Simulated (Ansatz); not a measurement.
System: pyrite PtSb2. Method: r²SCAN (plane waves, PAW; Ansatz, an electronic-structure program).

Run with plane-wave cutoff 560 eV, 6×6×6 k mesh, Fermi–Dirac smearing 0.01 eV, scalar-relativistic PAW data made under PBE.

Computed at the level's own relaxed cell.

Q: Estimate the volume per atom, bulk modulus B0, lattice constant a and pressure derivative B′ of the bulk modulus that the calculation returns.

A: 
- volume per atom = 22.93 Å³/atom
- bulk modulus B0 = 116 GPa
- lattice constant a = 6.504 Å
- pressure derivative B′ of the bulk modulus = 5.3

The run finds no gap.

Measured, for comparison: equilibrium volume per atom 22.26 Å³/atom, lattice constant a 6.44 Å (temperature not stated, no zero-point or thermal correction; as tabulated in Saeed et al. (2013), arXiv:1402.4256). Computed (rounded) less measured: equilibrium volume per atom +3.0 %, lattice constant a +1.0 %.

Note: the gap of the solid is closed in this run; this level leaves the solid without a gap, although one is measured; the bulk modulus comes from volumes at which shape and atoms were relaxed.

Spin–orbit coupling is not included; it can open a gap where bands touch, and shift volumes and moduli.

The computed numbers hold no vibrational or temperature effects.

It cost around 40 core-minutes (rough) of CPU time.
